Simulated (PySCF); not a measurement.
BH₅N₂, SMILES NBN, point group C2v.

Level: B3LYP/pcSseg-1 in PySCF (density fitting, grid level 2); geometry and Hessian at that level, cubic constants and property derivatives from steps of ±0.6 along each species' dimensionless normal coordinates, second-order vibrational perturbation theory. The parent has the commonest isotopes.

Equilibrium geometry (Å):

```
atom        x        y        z
  N1  -1.2467  -0.0975   0.0132
  B2   0.0418   0.4718   0.0915
  N3   1.2261  -0.2652  -0.1204
  H4  -2.0805   0.4479   0.1684
  H5  -1.4339  -1.0684  -0.1980
  H6   0.1349   1.6382   0.3507
  H7   2.1375   0.1618  -0.0596
  H8   1.2570  -1.2508  -0.3441
```

Species: parent. Output of the displacement run:

```
mode    cm-1    km/mol   phi_rrr   E(+)/cm-1  E(-)/cm-1
  1    336.86     0.15      -0.8      81.42      81.49
  2    390.91   440.72      -0.6      85.22      85.27
  3    402.25     1.29     -26.2      72.51      74.41
  4    468.82     0.01      -2.9      92.84      93.06
  5    605.94     8.73      -0.4     110.92     111.01
  6    820.10     0.00      -1.4     149.37     149.29
  7    924.07     4.60      89.7     169.94     163.49
  8    934.47    10.45      -0.2     169.41     169.47
  9   1099.29     1.64      -0.7     198.23     198.14
 10   1185.96    41.62      94.4     216.89     210.09
 11   1419.34   175.04       0.1     255.62     255.69
 12   1613.05    29.40    -119.9     286.26     294.90
 13   1616.76   277.94     -19.0     290.49     291.89
 14   2591.03   154.08   -1561.3     414.86     526.87
 15   3577.99    42.80      84.4     649.05     643.01
 16   3578.99     4.50    1221.0     690.14     602.35
 17   3679.61    25.11    -749.5     637.54     691.42
 18   3680.71    34.94      47.9     666.34     662.98
```

For the shielding of H7 (σe = 29.22 ppm):

```json
{"mode": "1", "ω (cm⁻¹)": "337", "Σr φrrs (cm⁻¹)": "5", "∂σ/∂q": "0.001", "∂²σ/∂q²": "-0.810"}
{"mode": "2", "ω (cm⁻¹)": "391", "Σr φrrs (cm⁻¹)": "0", "∂σ/∂q": "0.002", "∂²σ/∂q²": "-0.607"}
{"mode": "3", "ω (cm⁻¹)": "402", "Σr φrrs (cm⁻¹)": "33", "∂σ/∂q": "-0.064", "∂²σ/∂q²": "-0.178"}
{"mode": "4", "ω (cm⁻¹)": "469", "Σr φrrs (cm⁻¹)": "-14", "∂σ/∂q": "0.000", "∂²σ/∂q²": "-0.355"}
{"mode": "5", "ω (cm⁻¹)": "606", "Σr φrrs (cm⁻¹)": "-5", "∂σ/∂q": "-0.001", "∂²σ/∂q²": "-0.301"}
{"mode": "6", "ω (cm⁻¹)": "820", "Σr φrrs (cm⁻¹)": "-9", "∂σ/∂q": "0.180", "∂²σ/∂q²": "-0.269"}
{"mode": "7", "ω (cm⁻¹)": "924", "Σr φrrs (cm⁻¹)": "500", "∂σ/∂q": "0.245", "∂²σ/∂q²": "-0.176"}
{"mode": "8", "ω (cm⁻¹)": "934", "Σr φrrs (cm⁻¹)": "-5", "∂σ/∂q": "-0.004", "∂²σ/∂q²": "-0.031"}
{"mode": "9", "ω (cm⁻¹)": "1099", "Σr φrrs (cm⁻¹)": "-4", "∂σ/∂q": "0.248", "∂²σ/∂q²": "-0.016"}
{"mode": "10", "ω (cm⁻¹)": "1186", "Σr φrrs (cm⁻¹)": "491", "∂σ/∂q": "-0.155", "∂²σ/∂q²": "-0.050"}
{"mode": "11", "ω (cm⁻¹)": "1419", "Σr φrrs (cm⁻¹)": "-2", "∂σ/∂q": "0.144", "∂²σ/∂q²": "-0.107"}
{"mode": "12", "ω (cm⁻¹)": "1613", "Σr φrrs (cm⁻¹)": "-672", "∂σ/∂q": "-0.384", "∂²σ/∂q²": "-0.345"}
{"mode": "13", "ω (cm⁻¹)": "1617", "Σr φrrs (cm⁻¹)": "-43", "∂σ/∂q": "0.266", "∂²σ/∂q²": "-0.222"}
{"mode": "14", "ω (cm⁻¹)": "2591", "Σr φrrs (cm⁻¹)": "-808", "∂σ/∂q": "0.002", "∂²σ/∂q²": "-0.004"}
{"mode": "15", "ω (cm⁻¹)": "3578", "Σr φrrs (cm⁻¹)": "-39", "∂σ/∂q": "-1.251", "∂²σ/∂q²": "0.104"}
{"mode": "16", "ω (cm⁻¹)": "3579", "Σr φrrs (cm⁻¹)": "-2187", "∂σ/∂q": "1.205", "∂²σ/∂q²": "0.097"}
{"mode": "17", "ω (cm⁻¹)": "3680", "Σr φrrs (cm⁻¹)": "1004", "∂σ/∂q": "-1.441", "∂²σ/∂q²": "0.197"}
{"mode": "18", "ω (cm⁻¹)": "3681", "Σr φrrs (cm⁻¹)": "-26", "∂σ/∂q": "1.494", "∂²σ/∂q²": "0.210"}
```

Question: Work out the zero-point average of this shielding.

Answer: With ⟨qs⟩ = −Σr φrrs/(4ωs) and ⟨qs²⟩ = 1/2: the mean displacements are -0.004, 0.000, -0.021, 0.008, 0.002, 0.003, -0.135, 0.001, 0.001, -0.104, 0.000, 0.104, 0.007, 0.078, 0.003, 0.153, -0.068, 0.002. The anharmonic term Σ (∂σ/∂q)⟨q⟩ is 0.23 ppm, the harmonic term ¼ Σ ∂²σ/∂q² is -0.72 ppm, so ⟨σ⟩ = 28.73 ppm.

Internal rotors are held in one well.
